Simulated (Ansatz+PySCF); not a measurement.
Values are calculated unless marked as measured or tabulated.
## Several solutions for triplet BHO2 in separate pieces

```xyz
4

O     0.0000    0.0000   -2.1389
O     0.0000    0.0000    2.1389
B    30.0000    0.0000   -0.2087
H    30.0000    0.0000    1.0436
```

Basis set: 6-31G (spherical functions). Charge 0, multiplicity 3.

CASSCF(4,4) was run from several starts with Ansatz (development build ahead of 0.2.0) and PySCF 2.14.0. The starts are those of the Hartree–Fock orbitals from which the active space was taken at the frontier.

```
run  program                        start  converged  energy (hartree)  <S²>
  A   Ansatz      stability test followed        yes        -174.54311  2.00
  B    PySCF             program defaults        yes        -174.41081  2.00
  C   Ansatz      atomic start, no search        yes        -174.54291  2.00
  D   Ansatz  search for the lowest state        yes        -174.66536  2.00
```

(1) Which runs reached the lowest solution of this kind, and what is wrong with the others?

Answers

(1) D reached the lowest solution found. Converged but too high: A by 3.33 eV, B by 6.93 eV, C by 3.33 eV. Convergence only shows a stationary point; in CASSCF the end hangs on which orbitals enter the active space. Caution: other starts end on other solutions of this active space.
